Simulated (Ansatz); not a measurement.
Relaxation of FH₅Si (7 atoms, charge 0, multiplicity 1), to a largest force component of 0.03 eV/Å in at most 50 steps.

Method: RKS PBE0-D4/def2-SVP in Ansatz 0.2.0.

```xyz
7
Properties=species:S:1:pos:R:3
Si 0.215 0.000 -0.025
F 0.280 0.000 1.586
H 1.633 0.000 -0.502
H -0.473 1.229 -0.512
H -0.473 -1.229 -0.512
H -2.268 0.000 0.948
H -1.847 0.000 1.530
```

Q: Where does it end, and by what steps?

A: The run converged. The force dipped under the threshold on the way, but the program's further checks kept it going. After 15 steps the energy has fallen by 0.142 eV; H6 moved furthest, 1.05 Å.

```
step  energy less start (eV)  largest force component (eV/Å)  accepted
   0                  0.0000                           1.388       yes
   1                 -0.1040                           0.378       yes
   2                 -0.1313                           0.092       yes
   3                 -0.1360                           0.125       yes
   4                 -0.1375                           0.055       yes
   5                 -0.1388                           0.055       yes
   6                 -0.1391                           0.231       yes
   7                 -0.1401                           0.057       yes
   8                 -0.1405                           0.003       yes
   9                 -0.1409                           0.079       yes
  10                 -0.1411                           0.100       yes
  11                 -0.1413                           0.051       yes
  12                 -0.1414                           0.010       yes
  13                 -0.1415                           0.023       yes
  14                 -0.1414                           0.099        no
  15                 -0.1416                           0.019       yes
```

```xyz
7
Properties=species:S:1:pos:R:3
Si 0.471 0.000 -0.234
F 0.145 0.000 1.361
H 1.950 0.000 -0.407
H -0.123 1.225 -0.837
H -0.123 -1.225 -0.837
H -3.006 0.000 1.694
H -2.249 0.000 1.772
```

Time of the run: 19 s on 1 thread of Arm Neoverse V1 (shared host), peak memory 0.11 GiB.
